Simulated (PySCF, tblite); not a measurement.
## ammonium and 3 × hydrogen sulfide

A gas-phase complex of ammonium and 3 × hydrogen sulfide; charge +1, singlet. The structure comes from a short search (6 tight-binding starts) and was relaxed by PBE0-D3(BJ)/def2-SVPD; another way of binding may lie lower. No frequency run checks that it is a minimum.

| part | name | SMILES | atoms | charge | multiplicity |
| --- | --- | --- | --- | --- | --- |
| 1 | ammonium | [NH4+] | 1–5 | +1 | 1 |
| 2 | hydrogen sulfide | S | 6–8 | 0 | 1 |
| 3 | hydrogen sulfide | S | 9–11 | 0 | 1 |
| 4 | hydrogen sulfide | S | 12–14 | 0 | 1 |

Coordinates in Å:
```
N1     -0.574   -1.236   -0.990
H2     -0.552   -2.159   -1.480
H3     -0.303   -0.496   -1.640
H4     -1.542   -1.052   -0.638
H5      0.094   -1.254   -0.185
S6     -0.388   -4.249   -2.363
H7     -0.349   -3.962   -3.684
H8     -1.693   -4.603   -2.406
S9      1.391   -1.291    1.681
H10     1.919   -2.531    1.578
H11     2.515   -0.696    1.223
S12    -3.691   -0.891    0.083
H13    -4.022    0.356   -0.321
H14    -3.488   -0.501    1.361
```

Contacts between parts, classed by geometry: H4···S12 2.272 Å (hydrogen bond, 174°); H5···S9 2.272 Å (hydrogen bond, 175°); H2···S6 2.275 Å (hydrogen bond, 174°).

Interaction energies are complex less parts, with the parts frozen as they stand in it; counterpoise-corrected, in kcal/mol (PySCF).

**Question.** Give the interaction energy at each level run.

**Answer.** 
| level | interaction | superposition error removed |
| --- | --- | --- |
| wB97M-D3(BJ)/def2-SVPD | -35.17 | -2.40 |
| PBE0-D3(BJ)/def2-SVPD | -38.64 | -2.63 |

**Question.** What holds them together? Decompose the wB97M-D3(BJ)/def2-SVPD energy: frozen parts, their antisymmetrised product, then relaxation.

**Answer.** electrostatic -34.9, Pauli repulsion +29.3, orbital relaxation -28.4, dispersion correction -3.6 kcal/mol, which sum to the value before the counterpoise correction; the Pauli term holds the exchange-correlation of the frozen density too. Of the attraction, 52 % is electrostatic, 43 % is orbital relaxation, 5 % is dispersion correction.

The parts were also relaxed and run alone, at the levels used for the complex: shieldings by PBE0/pcSseg-1; core levels by delta-SCF with SCAN, pcX-2 on the ionised atom and pcseg-1 elsewhere, spin-free X2C (2p3/2 is the spin-free 2p value less a third of a first-order spin-orbit splitting).

Values alone: N1–H4 bond (Å): 1.027; shielding of H4 (ppm): 26.21; shielding of S12 (ppm): 709.5; shielding of H5 (ppm): 26.21; shielding of S9 (ppm): 709.5; N1 1s core level (eV): 417.00; S9 2p3/2 core level (eV): 170.38; S12 2p3/2 core level (eV): 170.38.

**Question.** How do these values change when the complex forms?

**Answer.** 
```csv
property,alone,in the complex,change
N1–H4 bond (Å),1.027,1.046,+0.019
shielding of H4 (ppm),26.21,22.69,-3.52
shielding of S12 (ppm),709.5,706.0,-3.5
shielding of H5 (ppm),26.21,22.69,-3.53
shielding of S9 (ppm),709.5,705.6,-3.8
N1 1s core level (eV),417.00,412.36,-4.64
S9 2p3/2 core level (eV),170.38,174.25,+3.87
S12 2p3/2 core level (eV),170.38,174.27,+3.89
```

The 4 runs behind this took 63 s in all, one thread each of AMD EPYC 9R45 96-Core on a shared host, launched as `OMP_NUM_THREADS=1 python cluster_run.py task.json out`.
